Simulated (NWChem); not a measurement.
# hydrogen sulfide (H$_{2}$S); SMILES S

```xyz
3

S      0.0000     0.0000     0.1231
H      0.9740     0.0000    -0.8272
H     -0.9740     0.0000    -0.8272
```
Atoms are numbered in this order, from 1.

Computed with NWChem. Geometry: optimised at PBE-D3(BJ)/def2-SVP. Isotropic indirect couplings, all four terms, static geometry, non-relativistic.

### Question
Predict the results for B3LYP/IGLO-III. Quantities: J(1H atom 2, 1H atom 3) (Hz).

### Answer
```yaml
J(1H atom 2, 1H atom 3) (Hz): -9.6
```
